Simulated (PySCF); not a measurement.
Spectrum to structure. Level of theory: TDDFT CAM-B3LYP/def2-SVPD, vertical, gas phase, core orbitals frozen in the response in PySCF 2.14.0, density-fitted response routines. Geometries: GFN2-xTB, one conformer each.

```
state  ν̃ (cm⁻¹)       f  main configurations (H = HOMO, L = LUMO)
   S1      44410   0.012                  H→L (68%), H-1→L+1 (32%)
   S2      50680  0.0014                  H→L+1 (55%), H-1→L (44%)
   S3      58360   0.596                  H-1→L (54%), H→L+1 (42%)
   S4      58610  0.0055                               H→L+2 (96%)
   S5      58690   0.588                  H-1→L+1 (66%), H→L (31%)
   S6      61420  0.0000                             H-1→L+2 (95%)
   S7      61880   0.016                  H→L+4 (80%), H→L+5 (10%)
   S8      64150  0.0000                               H→L+3 (95%)
```

Orbital energies (eV): HOMO-3 -12.12, HOMO-2 -11.46, HOMO-1 -8.96, HOMO -8.54, LUMO 0.53, LUMO+1 0.83, LUMO+2 1.63.

Question: Which structure fits? All have the formula C6H5F.
A. `Fc1ccccc1`
B. `FC=C1C=CC=C1`
C. `[C@H]1(C(=C1)F)C#CC`

Answer: A. Its S1 lies at 5.51 eV; the nearest of the others has S1 at 6.29 eV. S1 is HOMO→LUMO (68%), HOMO-1→LUMO+1 (32%). Löwdin shares by element: HOMO carbon 54% or more, fluorine 11% (atoms not listed hold the other 34%); LUMO carbon 73% or more (atoms not listed hold the other 27%). At the same level the other candidates give, for their lowest levels:
- `FC=C1C=CC=C1`: 3.67 eV (f 0.014); 5.38 eV (f 0.424); 6.57 eV (f 0.000); 6.95 eV (f 0.001); 7.13 eV (f 0.014); T1 2.45 eV; HOMO -7.83, LUMO -0.90 eV
- `CC#C[C@H]1C=C1F`: 6.29 eV (f 0.023); 6.35 eV (f 0.012); 6.50 eV (f 0.014); 6.71 eV (f 0.026); 6.82 eV (f 0.002); T1 4.54 eV; HOMO -8.42, LUMO 1.18 eV
Triplets come from the Tamm–Dancoff approximation.
